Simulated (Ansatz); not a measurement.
`NC(=O)CO` → 2 C• + 5 H• + N• + 2 O•  (atomization)

Gas-phase electronic energies from Ansatz, PBE0-D4/def2-TZVP geometries. CCSD(T)/CBS is the MP2 limit (def2-TZVPP, def2-QZVPP) plus CCSD(T) − MP2 in def2-TZVPP, frozen cores. This one scheme is used for every species, atoms too. DFT in def2-TZVPP. Open shells (•) are unrestricted, without spin–orbit coupling. Spin–orbit coupling would lower the free atoms: a little for C, O. Each species was taken in one conformer, which may not be the lowest.

CCSD(T)/CBS gives +4039.3 kJ/mol.

Question: Another level gave +4007.5 kJ/mol. Which?
A. CCSD(T)/def2-TZVPP
B. ωB97M-V/def2-TZVPP
C. B2PLYP/def2-TZVPP
D. MP2/def2-TZVPP

Answer: C. B2PLYP 4007.5, ωB97M-V 4062.8, MP2/def2-TZVPP 4023.5, CCSD(T)/def2-TZVPP 3916.0 kJ/mol.

Largest T1 diagnostic among the species: 0.014.

In def2-TZVPP, CCSD(T) changes the Hartree–Fock value by +1190.9 kJ/mol (the triples alone add +78.4 kJ/mol) and MP2 by +1298.4 kJ/mol; breaking electron pairs costs correlation energy, which Hartree–Fock lacks. From PBE to PBE0 (25 % exact exchange), in def2-TZVPP and without D4, ΔE moves by −131.0 kJ/mol: exact exchange takes away binding that semilocal exchange gives to molecules.

For atomizations the MP2-based limit and the directly extrapolated one differ by several kJ/mol either way, and by 10 to 25 for some Ge, Se and Sn compounds, so smaller differences from it don't rank the levels.
